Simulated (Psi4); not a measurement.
# SiH2O (oxosilane): CCSD/def2-TZVPP

What is the energy change on altering one bond length of SiH2O (oxosilane) at CCSD/def2-TZVPP? The job is set up through a Python script.

The calculation is run with Psi4 1.11.

3 further runs of the same task are left out: 3 set aside as unsound or not needed.

## (1) The molecule

SiH2O: 4 atoms, total charge 0, spin state singlet. SMILES: `O=[SiH2]`. Geometry: relaxed at PBE0-D4/def2-TZVP.

Bond lengths: O1–Si2 1.516 Å, Si2–H3 1.485 Å, Si2–H4 1.486 Å. Angles: O1–Si2–H3 124.0°, O1–Si2–H4 124.0°, H3–Si2–H4 111.9°.

## (2) The energy at CCSD/def2-TZVPP

job.py reads:

```python
import psi4

psi4.set_memory('2200 MB')
psi4.set_num_threads(1)
psi4.core.set_output_file('psi4.out', False)

molecule = psi4.geometry("""
O     -0.283200     0.413500     1.469500
Si    -0.006700     0.009800     0.034900
H      0.439900    -1.346000    -0.376200
H     -0.150000     0.922700    -1.128300
units angstrom
symmetry c1
no_reorient
no_com
""")

psi4.set_options({
    'basis': 'def2-TZVPP',
    'puream': True,
    'e_convergence': 1e-09,
    'd_convergence': 1e-08,
    'scf_type': 'pk',
    'num_frozen_docc': 6,
})

energy_value, wavefunction = psi4.energy('ccsd', molecule=molecule, return_wfn=True)
print('E =', round(energy_value, 9))
```

The run is started by

```console
$ python job.py
```

psi4.out:

```text
[...]
  Running in c1 symmetry.
[...]
  Nuclear repulsion =   52.484789994440838
[...]
  Multiplicity = 1
[...]
  Nalpha       = 12
  Nbeta        = 12
[...]
    Number of basis functions: 101
[...]
   @RHF iter   1:  -364.82811296024181   -7.08077e-01   6.07018e-03 ADIIS/DIIS
[...]
   @RHF iter  11:  -364.98586165312310   -2.10321e-12   2.96356e-09 DIIS
[...]
    Orbital Energies [Eh]
    ---------------------
    Doubly Occupied:
       1A    -68.823242     2A    -20.509353     3A     -6.171754
       4A     -4.279984     5A     -4.276399     6A     -4.276297
       7A     -1.245031     8A     -0.700822     9A     -0.550978
      10A     -0.523340    11A     -0.454242    12A     -0.443132
[...]
  @RHF Final Energy:  -364.98586165312310
   => Energetics <=
    Nuclear Repulsion Energy =             52.4847899944408383
    One-Electron Energy =                -610.4321563317394066
    Two-Electron Energy =                 192.9615046841755372
    Total Energy =                       -364.9858616531230382
[...]
 Multipole Moments:
 ------------------------------------------------------------------------------------
     Multipole            Electronic (a.u.)      Nuclear  (a.u.)        Total (a.u.)
 ------------------------------------------------------------------------------------
 L = 1.  Multiply by 2.5417464519 to convert [e a0] to [Debye]
 Dipole X            :          4.2252643           -3.9107882            0.3144761
 Dipole Y            :         -6.1697043            5.7105634           -0.4591410
 Dipole Z            :        -21.9272368           20.2958476           -1.6313892
 Magnitude           :                                                    1.7236985
[...]
      * MP2 total energy                      = -365.346506423915173
[...]
      * CCSD total energy                     = -365.357073888606749
```

The script printed:

```text
E = -365.357073889
```

Wall time 28 s (1 thread of Intel Xeon Platinum 8259CL at 2.50GHz (Skylake/Cascade Lake), shared host); peak memory 1.1 GiB.

## (3) The distorted shape at the same level

job.py reads:

```python
import psi4

psi4.set_memory(2200000000)
psi4.set_num_threads(1)
psi4.core.set_output_file('run.log', False)

geom = psi4.geometry("""
0 1
O     -0.168565    -0.316790     2.400022
Si     0.107935    -0.720490     0.965422
H      0.554535    -2.076290     0.554322
H     -0.150000     0.922700    -1.128300
symmetry c1
""")

psi4.set_options({
    'puream': True,
    'e_convergence': 1e-09,
    'd_convergence': 1e-08,
    'scf_type': 'pk',
    'num_frozen_docc': 6,
})

e_tot = psi4.energy("ccsd/def2-TZVPP")
print(f'total energy {e_tot:.8f} hartree = {e_tot * 27.211386:.5f} eV')
```

The run is started by

```console
$ python job.py
```

run.log:

```text
[...]
  Running in c1 symmetry.
[...]
  Nuclear repulsion =   49.739074117471361
[...]
  Multiplicity = 1
[...]
  Nalpha       = 12
  Nbeta        = 12
[...]
    Number of basis functions: 101
[...]
   @RHF iter   1:  -364.67852223486443   -7.95610e-01   6.10522e-03 ADIIS/DIIS
[...]
   @RHF iter  12:  -364.84197047709847   -1.52340e-11   5.22899e-09 DIIS
[...]
    Orbital Energies [Eh]
    ---------------------
    Doubly Occupied:
       1A    -68.883922     2A    -20.543584     3A     -6.226224
       4A     -4.333660     5A     -4.330674     6A     -4.330267
       7A     -1.274170     8A     -0.690029     9A     -0.552393
      10A     -0.502039    11A     -0.484524    12A     -0.366119
[...]
  @RHF Final Energy:  -364.84197047709847
   => Energetics <=
    Nuclear Repulsion Energy =             49.7390741174713611
    One-Electron Energy =                -604.1268796606836986
    Two-Electron Energy =                 189.5458350661139093
    Total Energy =                       -364.8419704770984708
[...]
 Multipole Moments:
 ------------------------------------------------------------------------------------
     Multipole            Electronic (a.u.)      Nuclear  (a.u.)        Total (a.u.)
 ------------------------------------------------------------------------------------
 L = 1.  Multiply by 2.5417464519 to convert [e a0] to [Debye]
 Dipole X            :          0.0451157            0.3505476            0.3956633
 Dipole Y            :         -0.9538377           -0.0076150           -0.9614527
 Dipole Z            :          2.1728255           -3.1857291           -1.0129036
 Magnitude           :                                                    1.4515214
[...]
      * MP2 total energy                      = -365.219375882308270
[...]
      * CCSD total energy                     = -365.240681118272732
```

On the terminal:

```text
total energy -365.24068112 hartree = -9938.70516 eV
```

Wall time 30 s (1 thread of Intel Xeon Platinum 8259CL at 2.50GHz (Skylake/Cascade Lake), shared host); peak memory 1.1 GiB.

## (4) What came out

At CCSD/def2-TZVPP, 6 core orbitals frozen:

| quantity | value |
| --- | --- |
| first shape: total energy | -365.35707 Eh |
| first shape: HOMO energy (Hartree–Fock orbitals) | -12.06 eV |
| first shape: LUMO energy (Hartree–Fock orbitals) | 0.97 eV |
| first shape: HOMO–LUMO gap (Hartree–Fock orbitals) | 13.02 eV |
| first shape: correlation energy (6 core orbitals frozen) | -371.2 mEh |
| first shape: T1 diagnostic | 0.022 |
| distorted shape: total energy | -365.24068 Eh |
| distorted shape: HOMO energy (Hartree–Fock orbitals) | -9.96 eV |
| distorted shape: LUMO energy (Hartree–Fock orbitals) | -0.70 eV |
| distorted shape: HOMO–LUMO gap (Hartree–Fock orbitals) | 9.27 eV |
| distorted shape: correlation energy (6 core orbitals frozen) | -398.7 mEh |
| distorted shape: T1 diagnostic | 0.031 |
| energy change with the Si2–H4 bond stretched from 1.486 to 2.674 Å | 3.167 eV |

In words: One bond (distorted shape) is far stretched, which a spin-restricted single reference describes badly; a broken-symmetry solution may lie lower. With the Si2–H4 bond stretched from 1.486 to 2.674 Å the energy rises by 3.17 eV (73 kcal/mol). The first shape isn't relaxed at this level, so the change isn't measured from a minimum. A restricted reference can't describe the breaking bond well at this length. The T1 diagnostic (first shape) of 0.022 is above the customary mark for such species, so a single reference may not serve. The T1 diagnostic (distorted shape) of 0.031 is above the customary mark for such species, so a single reference may not serve.
